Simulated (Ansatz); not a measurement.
# CH4O (triplet): from Hartree-Fock to the top rungs at distance O1–H3 along a hydrogen transfer = 1.125 Å, cc-pVDZ

An exercise on one series of results from a longer session: the logs are not shown, and one member is left open.

Program: Ansatz 0.2.0, Gaussian basis. Level of theory: cc-pVDZ, core rule «outside noble gas», up to 2 orbitals frozen. These are calculated values, not measurements.

Plan: UHF; CCSD(T) on ROHF; CCSD(T) on UHF; BCCD(T) on ROHF; CISD; CCSDT(Q) on ROHF; CCSDT(Q) on UHF; CASSCF and MRCISD+Q, 4 electrons in 4 orbitals; CASSCF and NEVPT2, 4 electrons in 4 orbitals.

9 further runs of the same task are left out: 7 that didn't finish, 2 set aside as unsound or not needed.

## The system

The geometry derives from fragments relaxed apart (PBE0/def2-TZVP) and kept rigid, so it is no stationary point. A hydrogen atom is moved between rigid fragments.

6 atoms, charge 0, spin multiplicity 3.

Atoms are counted from 1 here; the program's logs count them from 0.

Bond lengths: O1–H2 0.960 Å, O1–H3 1.125 Å, H3–C4 1.214 Å, C4–H5 1.079 Å, C4–H6 1.079 Å. Angles: H2–O1–H3 105.1°, O1–H3–C4 180.0°, H3–C4–H5 112.6°, H3–C4–H6 112.6°, H5–C4–H6 134.8°.

The first run:

Input file in.yaml:

```yaml
crystal:
  periodic: [false, false, false]
  atoms:
    - {symbol: O, position_ang: [-1.077538, -0.029147, 0.000000]}
    - {symbol: H, position_ang: [-1.326848, 0.897428, 0.000000]}
    - {symbol: H, position_ang: [0.047462, -0.029147, 0.000000]}
    - {symbol: C, position_ang: [1.261462, -0.029147, 0.000000]}
    - {symbol: H, position_ang: [1.675930, -0.029147, 0.996161]}
    - {symbol: H, position_ang: [1.675930, -0.029147, -0.996161]}
basis:
  gaussian: {orbitals: cc-pVDZ}
magnetization: {spin_polarized: true, initial_magnetization: 2}
hamiltonian: {xc: hf}
output: {orbitals: {seedname: orbitals}}
```

Launch:

```
> ansatz run in.yaml --threads 1 --pin off --events-out ev --progress --plain --max-ram 2393MiB
```

Among the steps run: UHF; CCSD(T) on ROHF; CCSD(T) on UHF; BCCD(T) on ROHF; CISD; CCSDT(Q) on ROHF; CCSDT(Q) on UHF; CASSCF and MRCISD+Q, 4 electrons in 4 orbitals; CASSCF and NEVPT2, 4 electrons in 4 orbitals.

One table of the session follows, with a row left open; its other results are not shown here.

It belongs to the step «Misses and costs». 

```
       method  from UCCSDT(Q) (kcal/mol)
         ROHF                    +228.87
          UHF                    +218.29
         RMP2                     +21.38
         UMP2                     +25.18
         CISD                     +23.13
        RCCSD                      +5.49
        UCCSD                      +5.14
     RCCSD(T)                      +0.88
     UCCSD(T)                      +0.88
      BCCD(T)                      +0.89
       RCCSDT                      +0.49
       UCCSDT                      +0.44
    RCCSDT(Q)                      +0.02
    UCCSDT(Q)                          0
  CASSCF pair                    +210.14
  NEVPT2 pair                     +24.05
  MRCISD pair                          ?
MRCISD+Q pair                      +2.99
```

Q: Estimate the row for MRCISD pair from the others.

As computed: from UCCSDT(Q) (kcal/mol): +20.43. In the column «from UCCSDT(Q) (kcal/mol)» it lies between RCCSD (+5.49) and RMP2 (+21.38).

Caveats from the session: Restricted and unrestricted rows rest on different reference determinants; where their highest levels disagree by more than a few hundredths of an eV, they describe different states and don't form one ladder.
